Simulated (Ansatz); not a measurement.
Process, species as SMILES: OO (H2O2) + H+ → O[OH2+]
B3LYP-D3(BJ)/def2-TZVP geometries, fixed; electronic energies without zero-point terms; positive where energy is released.

How fast the proton affinity converges with the basis for several methods (Ansatz, a program for electronic structure): deviation from each method's own reference, in kcal/mol. References: B3LYP 165.96 kcal/mol, the value in pcseg-4; CCSD(T) 165.96 kcal/mol, Hartree-Fock in aug-cc-pVQZ plus the correlation part extrapolated as X^-3 from aug-cc-pVTZ and aug-cc-pVQZ; HF 171.42 kcal/mol, the value in pcseg-4; MP2 163.46 kcal/mol, Hartree-Fock in aug-cc-pVQZ plus the correlation part extrapolated as X^-3 from aug-cc-pVTZ and aug-cc-pVQZ; PBE 165.61 kcal/mol, the value in pcseg-4; r2SCAN 167.20 kcal/mol, the value in pcseg-4. Cartesian d functions, on some or all atoms, in 6-31+G*, 6-31G**; all else is spherical. In correlated methods cores are frozen. No added dispersion term, no relativity. 

```tsv
basis	functions	B3LYP	CCSD(T)	HF	MP2	PBE	r2SCAN
STO-3G	13	53.69	62.65	50.06	…	54.66	51.26
pcseg-0	24	-0.81	1.16	-7.12	…	-0.03	-2.84
6-31G	24	1.28	1.61	-4.48	…	1.99	-0.65
cc-pVDZ	43	4.93	7.66	0.63	…	5.41	3.11
6-31+G*	44	-3.66	-3.53	-5.19	…	-3.51	-4.16
6-31G**	45	5.85	7.29	1.55	…	6.50	4.17
def2-SVPD	70	-1.94	-0.15	-2.42	…	-1.96	-2.13
def2-TZVP	80	0.15	0.97	-0.54	…	0.56	-0.07
```

### Question
Some entries are withheld; supply them.

### Answer

- STO-3G, MP2: 65.66
- pcseg-0, MP2: 2.04
- 6-31G, MP2: 1.87
- cc-pVDZ, MP2: 7.83
- 6-31+G*, MP2: -3.46
- 6-31G**, MP2: 7.44
- def2-SVPD, MP2: -0.14
- def2-TZVP, MP2: 0.86
